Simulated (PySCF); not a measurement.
`C(O)(=O)/C=C/F`. Computed geometry: GFN2-xTB, gas phase.

```
atom  x, y, z in Å
O1     1.1103   -1.2443   -0.5802
C2     0.9051   -0.1791   -0.0575
O3     1.8868    0.6180    0.3799
C4    -0.4207    0.4138    0.1848
C5    -1.5159   -0.2383   -0.1809
F6    -2.7340    0.2522    0.0150
H7     2.7517    0.2117    0.2121
H8    -0.4513    1.3797    0.6628
H9    -1.5184   -1.2077   -0.6612
```

Question: Which two atoms are farthest apart?

Answer: F6···H7, 5.49 Å; the next longest distance is 4.65 Å.

Question: Work out the bond lengths O1=C2, C2–O3, C2–C4, C5–F6, C5–H9 in Å.

Answer: For O1=C2 the difference vector is (-0.2052, 1.0652, 0.5227) Å, of length 1.2041 Å. O1=C2 1.204; C2–O3 1.338; C2–C4 1.472; C5–F6 1.328; C5–H9 1.082 Å.

Question: How far apart are these pairs, which share no bond: O1···F6, C2···C5, C2···F6, C2···H9?

Answer: O1···F6 4.168 Å (4 bonds apart); C2···C5 2.425 Å (2 bonds apart); C2···F6 3.665 Å (3 bonds apart); C2···H9 2.701 Å (3 bonds apart).

Question: What is the repulsion energy of the bare nuclei, Σ ZA·ZB/RAB?

Answer: 219.24 Eh over 36 pairs, with full nuclear charges and distances in bohr; the largest single term is 21.52 Eh (C5 with F6).

Question: Where is the centre of mass (commonest isotopes), and what is the radius of gyration?

Answer: Mass 90.012 u; centre at (-0.173, -0.054, -0.037) Å; Rg = √(Σ m r²/M) = 1.866 Å. As Ia + Ib + Ic = 2 Σ m r², the three principal moments sum to 626.7 u·Å².

Question: How far are the heavy atoms from their best plane (unweighted least squares)?

Answer: 0.001 Å rms; none is more than 0.001 Å off.

Question: Give the dihedral angles O1–C2–O3–H7, O3–C2–C4–C5, C2–C4–C5–F6, O1–C2–C4–H8, O1–C2–C4–C5, C4–C2–O3–H7.

Answer: O1–C2–O3–H7 0° (synperiplanar); O3–C2–C4–C5 180° (antiperiplanar); C2–C4–C5–F6 180° (antiperiplanar); O1–C2–C4–H8 180° (antiperiplanar); O1–C2–C4–C5 0° (synperiplanar); C4–C2–O3–H7 180° (antiperiplanar). Dihedral signs follow IUPAC: positive where, seen along the central bond, the front bond turns clockwise onto the rear one.

Question: What are the angles O1–C2–O3, O3–C2–C4, C2–O3–H7, C5–C4–H8, C2–C4–C5, C2–C4–H8, F6–C5–H9, C4–C5–H9?

Answer: From the scalar product of the two bond vectors; for O1–C2–O3 it is -0.8763 Å² over 1.2041 × 1.3381 Å², cos θ = -0.5438. O1–C2–O3 122.9°; O3–C2–C4 111.5°; C2–O3–H7 110.4°; C5–C4–H8 122.6°; C2–C4–C5 120.0°; C2–C4–H8 117.3°; F6–C5–H9 113.2°; C4–C5–H9 124.4°.

Question: Write the matrix of distances between heavy atoms (Å, lower triangle).

Answer: 
```
O1    0.000
C2    1.204  0.000
O3    2.234  1.338  0.000
C4    2.383  1.472  2.325  0.000
C5    2.840  2.425  3.553  1.326  0.000
F6    4.168  3.665  4.650  2.325  1.328  0.000
```

GFN2-xTB frequencies: not computed here. The numbers are those of one conformer.
